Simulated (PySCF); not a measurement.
**SVWN5/6-31G(d) (spherical functions, preoptimised minimum) run of [NO2]− (nitrite)**

Aim: an optimisation with harmonic vibrations of [NO2]− (nitrite). The job is set up through a Python script.

The results are computed with PySCF 2.14.0.

## (1) The molecule

[NO2]− has 3 atoms, charge -1, and is taken as a singlet. SMILES: `O=N[O-]`. The shape is that of a PBE0-D4/def2-TZVPD symmetrised optimisation. The run starts from this shape.

Bond lengths: O1–N2 1.245 Å, N2–O3 1.245 Å. Angles: O1–N2–O3 116.8°.

## (2) An optimisation with harmonic vibrations at SVWN5/6-31G(d) (spherical functions, preoptimised minimum)

The input, run.py:

```python
import numpy
from pyscf import gto, dft, symm
from pyscf.hessian import thermo
from pyscf.geomopt.geometric_solver import kernel as optimise

mol = gto.M(
    atom='''
O      0.636747     1.855758     0.555967
N      0.642240    -0.483821     0.299660
O     -1.198995    -1.432191    -0.818302
''',
    spin=0,
    basis='6-31g*',
    charge=-1,
    unit='bohr',
    verbose=3,
    max_memory=1860,
)

mf = dft.RKS(mol, xc='svwn')
mf.grids.level = 7
mf.conv_tol = 1e-10
converged, mol_eq = optimise(mf, maxsteps=60, convergence_set='GAU_TIGHT')
print('converged:', converged)
print(mol_eq.tostring())

mf.reset(mol_eq)
mol = mol_eq
mf.kernel()
if not mf.converged:
    mf = mf.newton().run(mf.mo_coeff, mf.mo_occ)
energy = mf.e_tot
print('Final energy', energy)
hess = mf.Hessian().kernel()
modes = thermo.harmonic_analysis(mol, hess)
print('frequencies (1/cm)', numpy.round(modes['freq_wavenumber'], 1))
symm.geom.TOLERANCE = 1e-3  # for the symmetry number
th = thermo.thermo(mf, modes['freq_au'], 298.15, 101325)
thermo.dump_thermo(mol, th)
```

The run is started by

```bash
$ OMP_NUM_THREADS=1 python run.py
```

What values should one expect? Wanted: total energy; HOMO energy; LUMO energy; HOMO–LUMO gap; lowest harmonic wavenumber; highest harmonic wavenumber; zero-point energy; ideal-gas entropy at 298.15 K.

Computed results:

At SVWN5/6-31G* (spherical functions, preoptimised minimum):

| quantity | value |
| --- | --- |
| total energy | -203.63161 Eh |
| HOMO energy | 3.03 eV |
| LUMO energy | 5.67 eV |
| HOMO–LUMO gap (to an unbound level, set by the basis) | 2.64 eV |
| lowest harmonic wavenumber | 784 cm⁻¹ |
| highest harmonic wavenumber | 1368 cm⁻¹ |
| zero-point energy | 20.9 kJ/mol |
| ideal-gas entropy at 298.15 K (symmetry number 2 as used) | 56.7 cal/(mol K) |

At the final geometry: Bond lengths: O1–N2 1.270 Å, N2–O3 1.270 Å. Angles: O1–N2–O3 115.5°. All 3 modes are real, so the shape is a minimum at this level. Mulliken charges run from -0.51 on O1 to +0.02 on N2. The HOMO lies at positive energy, 3.03 eV, as semi-local functionals often give for anions; only total energies tell whether the electron is bound.
